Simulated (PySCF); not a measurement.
Geometries of 2 isomers of C3H7N, from PBE0-D3(BJ)/def2-SVP geometry optimisation, gas phase (PySCF). One conformer each, no zero-point energy, no frequencies.

**Question.** Which isomer lies lower at this level?
A.
```xyz
11
angstrom
C      1.887   -0.088   -0.270
N      0.905    0.476    0.284
C     -0.297   -0.288    0.502
C     -1.486    0.373   -0.176
H      2.809    0.482   -0.455
H      1.880   -1.151   -0.592
H     -0.194   -1.341    0.163
H     -0.475   -0.316    1.591
H     -1.364    0.372   -1.270
H     -2.419   -0.158    0.066
H     -1.582    1.419    0.151
```
B.
```xyz
11
angstrom
C      0.054    0.902   -0.350
C      1.026   -0.121    0.262
N      0.055   -1.173   -0.042
C     -1.018   -0.186   -0.164
H     -0.086    1.855    0.177
H      0.268    1.100   -1.410
H      2.015   -0.241   -0.213
H      1.185    0.064    1.344
H     -0.068   -1.901    0.658
H     -1.607   -0.025    0.762
H     -1.726   -0.359   -0.993
```

**Answer.** A. That is `C(N=C)C`, 5.6 kcal/mol below the other.

| SMILES | atoms numbered as above | E (Eh) | relative (kcal/mol) | relative (kJ/mol) | dipole (D) |
| --- | --- | --- | --- | --- | --- |
| C=NCC | [CH2:1]=[N:2][CH2:3][CH3:4] | -172.92174 | 0.0 | 0.0 | 1.34 |
| C1CNC1 | [CH2:1]1[CH2:2][NH:3][CH2:4]1 | -172.91276 | 5.6 | 23.6 | 1.16 |

As drawn, the lower has a C=N bond, which the higher lacks; the higher has a four-membered ring and an N–H bond, which the lower lacks.
